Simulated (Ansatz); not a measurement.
Results of PBEsol (plane waves, PAW; Ansatz, a quantum-chemistry and plane-wave program) for TlBiS₂ (R-3m, No. 166).

Run with plane-wave cutoff 500 eV, 12×12×12 k mesh, Fermi–Dirac smearing 0.05 eV, scalar-relativistic PAW data made under PBE.

Computed at the level's own relaxed cell.

**Question.** Give the computed equilibrium volume per atom, lattice constant a, c axis length and band gap.

**Answer.** 
equilibrium volume per atom: 26.14 Å³/atom
lattice constant a: 4.085 Å
c axis length: 21.711 Å
band gap: 0.16 eV (on the SCF k mesh)

Note: the cell comes from a level without a dispersion term, which matters for the spacing of layers, chains or molecules.

Spin–orbit coupling is not included; with these elements it can move the gap by several tenths of an eV or more.

Static lattice: no zero-point or thermal effects.

Cost on a shared machine: about 3 core-minutes (a rough figure).
